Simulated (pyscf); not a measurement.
A first-order saddle from PySCF, ωB97X-D3(BJ)/def2-SVP:

```
B
O 1 1.3335
H 2 0.9682 1 114.38
Cl 1 1.7606 2 124.14 3 0.98
Cl 1 2.1500 2 114.80 3 165.70
H 5 1.4409 1 165.92 2 -65.11
```
Charge 0, spin multiplicity 2.

Surface: doublet, charge 0. Lowest wavenumbers (cm⁻¹): 601i, 53, 143, 346, 375.

Question: Name the species on either side of this saddle.

Answer: HO–B(Cl)–Cl + H• <-> [HO–B–Cl]• + HCl, an atom transfer read from left to right: B–Cl broken and Cl–H formed. At CCSD(T)/def2-TZVPP + ΔMP2(QZVPP) it lies +28.4 kcal/mol from the left side and +13.0 kcal/mol from the right (each side as separated species at their lowest minima found). This is the saddle that the search found; another between the same sides may lie lower. The angle at the transferred Cl is 166°. The CCSD(T) − MP2 part came from Ansatz, without density fitting, on the same reference.
